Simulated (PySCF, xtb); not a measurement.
C₄H₈, SMILES C=C(C)C.

xtb with GFN2-xTB at its own geometry gives an orbital gap of 5.34 eV and a dipole moment of 0.69 D.

The structure is a stationary point at B3LYP-D3(BJ)/def2-SVP.

Problem. What does PySCF with CAM-B3LYP/def2-TZVP give? (The exact figures need the calculation; the answer reports its results.)

Solution. gap 9.96 eV (levels -8.35 and 1.62 eV), dipole 0.56 D.
